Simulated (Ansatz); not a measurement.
CH5NSi (`C1N[SiH2]1`) at its PBE0-D4/def2-TZVP geometry, where that method's forces vanish. Charge 0, multiplicity 1.

```json
{"atom": "C1", "x (Å)": "-0.891", "y (Å)": "0.084", "z (Å)": "0.295"}
{"atom": "N2", "x (Å)": "0.147", "y (Å)": "-0.988", "z (Å)": "0.356"}
{"atom": "Si3", "x (Å)": "0.648", "y (Å)": "0.307", "z (Å)": "-0.667"}
{"atom": "H4", "x (Å)": "-1.834", "y (Å)": "-0.236", "z (Å)": "-0.143"}
{"atom": "H5", "x (Å)": "-1.022", "y (Å)": "0.703", "z (Å)": "1.182"}
{"atom": "H6", "x (Å)": "0.532", "y (Å)": "-1.178", "z (Å)": "1.269"}
{"atom": "H7", "x (Å)": "1.626", "y (Å)": "1.310", "z (Å)": "-0.186"}
{"atom": "H8", "x (Å)": "0.793", "y (Å)": "-0.002", "z (Å)": "-2.105"}
```

**Question.** For each bond, give half the difference of the two atoms' forces along it (eV/Å; positive pushes the atoms apart) under PBE-D4, r2SCAN-D4, B3LYP-D4, ωB97M-V in def2-TZVPP. (Estimate.)

**Answer.** The calculation gave: 
| bond | length (Å) | PBE-D4 | r2SCAN-D4 | B3LYP-D4 | ωB97M-V |
| --- | --- | --- | --- | --- | --- |
| C1–N2 | 1.494 | 0.22 | 0.26 | 0.33 | 0.27 |
| C1–Si3 | 1.829 | 0.30 | 0.15 | 0.27 | 0.15 |
| C1–H4 | 1.087 | 0.07 | -0.05 | -0.13 | -0.13 |
| C1–H5 | 1.090 | 0.04 | -0.08 | -0.13 | -0.11 |
| N2–Si3 | 1.724 | 0.38 | 0.16 | 0.21 | 0.10 |
| N2–H6 | 1.009 | 0.19 | -0.02 | -0.10 | -0.12 |
| Si3–H7 | 1.481 | -0.05 | -0.06 | -0.12 | -0.12 |
| Si3–H8 | 1.478 | -0.04 | -0.05 | -0.13 | -0.14 |

B3LYP here is the variant with VWN-RPA as its local correlation; programs differ in this.

Computed with Ansatz.
